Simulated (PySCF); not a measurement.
Orbital picture of CCl

TPSS at R = 1.670 Å; basis C aug-pcseg-1, Cl aug-pcseg-1; no relativity; PySCF 2.14. State: ²Π (doublet), unpaired electrons π ↑. Only the outer orbitals are listed, counted within each symmetry.

```
spin  orbital  occ.  ε (eV)  on C (%)           main shells (%)
   α       5σ     1  -23.53        24           73 Cl s, 17 C s
   α       6σ     1  -15.43        49  50 C s, 28 Cl p, 22 Cl s
   α       2π     1  -10.29        22           78 Cl p, 21 C p
   α       2π     1  -10.27        16           83 Cl p, 15 C p
   α       7σ     1   -8.95        75   46 C s, 29 C p, 28 Cl p
   α       3π     1   -5.22        78           79 C p, 20 Cl p
   α       3π     0   -4.46        82           84 C p, 15 Cl p
   α       8σ     0   -0.17        40           85 Cl p, 61 C p
   β       5σ     1  -23.32        19           77 Cl s, 13 C s
   β       6σ     1  -14.71        43  42 C s, 37 Cl p, 19 Cl s
   β       2π     1  -10.19        13           86 Cl p, 12 C p
   β       2π     1   -9.70        10            90 Cl p, 9 C p
   β       7σ     1   -8.40        81   51 C s, 30 C p, 21 Cl p
   β       3π     0   -3.97        84           85 C p, 12 Cl p
   β       3π     0   -2.73        85                    86 C p
   β       8σ     0    0.04        68           89 Cl p, 67 C p
```

**Question.** Which are the highest filled and the lowest empty level, where do they sit, and how wide is the gap?

**Answer.** Highest filled α 3π at -5.22 eV (in %: 79 C p, 20 Cl p); lowest empty α 3π at -4.46 eV (in %: 84 C p, 15 Cl p); the gap at TPSS is 0.76 eV. Both belong to one degenerate shell, split only by its one-sided filling, so this is no excitation gap.

| Quantity | Value |
| --- | --- |
| bond order (Mayer) | 1.00 |
| ⟨S²⟩ | 0.755 |
| charge on C (Mulliken, basis-dependent) | -0.29 |
| charge on C (Löwdin, basis-dependent) | -0.28 |
| dipole moment (positive dipole means C(−)Cl(+)) | 1.40 D |

The state was picked by a PBE0 search and need not be the measured ground state.
